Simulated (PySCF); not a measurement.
Species: C5H11N.
Bonds: N1–C2, C2–C3, C3–C4, C4–C5, C5–C6, C2–C6. Hydrogens: H7, H8 on N1; H9 on C2; H10, H11 on C3; H12, H13 on C4; H14, H15 on C5; H16, H17 on C6.

The closed-shell ground state was solved at several levels (PySCF, density fitting, gas phase, non-relativistic). Isolated species at its PBE0-D3(BJ)/def2-SVP geometry (one conformer only).

| level | basis functions | total energy (Eh) | HOMO (eV) | LUMO (eV) | gap (eV) | dipole (D) |
| --- | --- | --- | --- | --- | --- | --- |
| BHandHLYP/pcSseg-1 | 157 | -251.7053 | -8.07 | 2.02 | 10.09 | 1.31 |
| PBE0/6-311+G(2d,p) | 228 | -251.6746 | -6.76 | 0.31 | 7.07 | 1.28 |
| PBE0/def2-SVP | 139 | -251.4224 | -6.49 | 1.66 | 8.15 | 1.20 |
| OPBE/pcSseg-1 | 157 | -251.7669 | -5.14 | 0.77 | 5.91 | 1.20 |
| B97-2/pcSseg-1 | 157 | -251.7823 | -6.40 | 1.36 | 7.76 | 1.26 |
| PBE0/6-31G | 76 | -251.5289 | -6.19 | 2.45 | 8.64 | 1.59 |
| B3LYP/pcJ-1 | 272 | -251.9230 | -6.39 | 1.06 | 7.45 | 1.27 |
| wB97X-D/pcSseg-1 | 157 | -251.7906 | -8.59 | 3.15 | 11.74 | 1.30 |
| CAM-B3LYP/pcSseg-1 | 157 | -251.7295 | -8.09 | 2.18 | 10.27 | 1.29 |

Question: What might PBE0/6-31G* (106 basis functions) give for the same quantities?

Answer: Total energy -251.5941 Eh, HOMO -6.37 eV, LUMO 2.51 eV, gap 8.88 eV, dipole 1.32 D.

Question: Over all these levels, which gives the widest orbital gap and which the narrowest?

Answer: wB97X-D/pcSseg-1 (range-separated hybrid) has the widest, 11.74 eV, and OPBE/pcSseg-1 (GGA) the narrowest, 5.91 eV. The two share the basis. From the narrowest to the widest the HOMO moves by -3.45 eV and the LUMO by +2.38 eV.

Question: How much does the basis alone move the frontier levels among the 4 PBE0 rows (the withheld one included)?

Answer: The HOMO by 0.57 eV and the LUMO by 2.20 eV. By rising basis size (HOMO, LUMO in eV): 6-31G -6.19, 2.45; 6-31G* -6.37, 2.51; def2-SVP -6.49, 1.66; 6-311+G(2d,p) -6.76, 0.31.

Question: In the pcSseg-1 basis, how does the gap go with the fixed share of exact exchange?

Answer: OPBE (0 %) 5.91 eV; B97-2 (21 %) 7.76 eV; BHandHLYP (50 %) 10.09 eV. Each rise in the share widens the gap here.

Question: How far do the dipole and the HOMO energy spread over the levels?

Answer: The dipole runs from 1.20 to 1.59 D (mean 1.30 D) and the HOMO from -8.59 to -5.14 eV.

Note: wB97X-D ran without an empirical dispersion term, which enters the total energy and its gradient alone.
